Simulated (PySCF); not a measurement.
Run record: geometry optimisation, `[SiH2-]BN`.

Computed with PBE0-D3(BJ)/def2-SVP geometry optimisation, gas phase (PySCF 2.14.0). Start geometry: GFN2-xTB. The input is one job of a driver script: a line of settings, then coordinates in Å.

Input:
```
{"job": {"xc": "PBE0", "basis": "def2-SVP", "d3": "d3bj", "grid": 1, "kind": "geom"}, "charge": -1, "multiplicity": 1}
N     -1.154598     0.016974    -0.082073
B      0.100672    -0.386785     0.236508
Si     1.144677     0.246387    -0.082054
H     -2.061557    -0.353088     0.086643
H     -1.121216     0.890573    -0.606235
H      0.094535    -1.386468     0.838157
H      1.979144    -0.037273     0.138852
H      1.027401     1.019092    -0.554363
```

Question: What does the run print?

Answer: 
```
step   0  E = -370.68183101  max force = 0.806014
step   1  E = -371.09897320  max force = 0.538440
step   2  E = -371.45280717  max force = 0.325064
step   3  E = -371.64177483  max force = 0.155950
step   4  E = -371.69921827  max force = 0.085694
step   5  E = -371.72171759  max force = 0.032248
step   6  E = -371.72340041  max force = 0.017942
step   7  E = -371.72380029  max force = 0.013928
step   8  E = -371.72389942  max force = 0.012120
step   9  E = -371.72405847  max force = 0.007623
... (13 lines left out)
step  23  E = -371.73574154  max force = 0.008006
step  24  E = -371.70482332  max force = 0.061160
step  25  E = -371.73773089  max force = 0.006356
step  26  E = -371.73818416  max force = 0.003813
step  27  E = -371.73854229  max force = 0.003489
step  28  E = -371.73876161  max force = 0.002239
step  29  E = -371.73884610  max force = 0.001242
step  30  E = -371.73887912  max force = 0.000748
step  31  E = -371.73889537  max force = 0.000593
step  32  E = -371.73890251  max force = 0.000342
optimisation converged
```

Energies in Eh; «max force» is the largest Cartesian gradient component in Eh/bohr.

Question: Give the first gradient maximum in eV/Å.

Answer: With 1 Eh/bohr = 51.422 eV/Å, 41.447 eV/Å.

Question: At which steps does the energy rise by more than 1e-5 Eh?

Answer: At step 24 (+30.92 mEh).

Summary of the converged run: final energy -371.73890 Eh after 32 steps.

Question: How long does this job take on one thread, AMD EPYC 9R45 (x86_64), shared host with 96 logical CPUs at a one-minute load of 33? And the peak memory of the process?

Answer: About 20 s, with 0.38 GiB resident at the peak, the Python interpreter and its libraries included.
Labels such as C1 count atoms from 1, the log's own numbers from 0.
